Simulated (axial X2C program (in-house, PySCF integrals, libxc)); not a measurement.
Levels of AlF⁺ by electron attachment to AlF²⁺ (EOM-EA-CCSD)

Computed with an axial X2C code built on PySCF integrals: two-component X2C with atomic mean-field Coulomb and Gaunt terms, Gaussian nuclei, basis Al dyall-av3z, F dyall-av3z with contracted cores.

R = 1.854 Å (1.150 times 1.612 Å, the PBE0 minimum at charge 1 for the lowest determinant).

Levels of AlF⁺ obtained by attaching an electron to AlF²⁺:

```json
{"Ω": "1/2", "binding energy (eV)": "18.509", "above lowest (cm⁻¹)": "0", "attached spinor": "57% Al sσ, 24% Al pσ, 15% F pσ", "one-particle weight": "0.98"}
{"Ω": "1/2", "binding energy (eV)": "13.364", "above lowest (cm⁻¹)": "41498", "attached spinor": "87% Al pπ", "one-particle weight": "0.97"}
{"Ω": "3/2", "binding energy (eV)": "13.349", "above lowest (cm⁻¹)": "41617", "attached spinor": "87% Al pπ", "one-particle weight": "0.96"}
{"Ω": "1/2", "binding energy (eV)": "10.421", "above lowest (cm⁻¹)": "65238", "attached spinor": "49% Al pσ, 35% Al dσ, 7% F sσ", "one-particle weight": "0.70"}
```

Question: What is the splitting of the first π pair in the table, and is it regular or inverted?

Answer: E(3/2) − E(1/2) = 41617 − 41498 = 119 cm⁻¹ at EOM-EA-CCSD: regular, Ω = 1/2 lower. Splittings at this level can be off by ten to twenty per cent.

This point took 14 s on 1 thread of Intel(R) Xeon(R) Processor @ 2.30GHz (shared host).

Reference electrons by ω block (each with its −ω partner): 1/2: 8, 3/2: 2. 8 electrons of AlF²⁺ correlated (inner shells frozen), 92 natural virtual spinors (a truncated set); levels can be off by some tenths of an eV. Roots sought by Ω: (1/2: 5, 3/2: 4, 5/2: 2, 7/2: 1); the list ends where they run out and leaves out roots under 60 % one-particle weight. The solver can skip a root, and states that need a further excitation, which the method places far too high, are missing though they may lie low or lowest. T1 of the reference 0.034 (Lee–Taylor). The reference was not checked to be the lowest state of its species. Number of frozen shells: Al 2 s, 1 p; F 1 s. Large amplitudes in the reference (orbital relaxation or multireference character) lower the reliability. Left out with split weight: Ω = 1/2 at 11.80 eV (0.31).
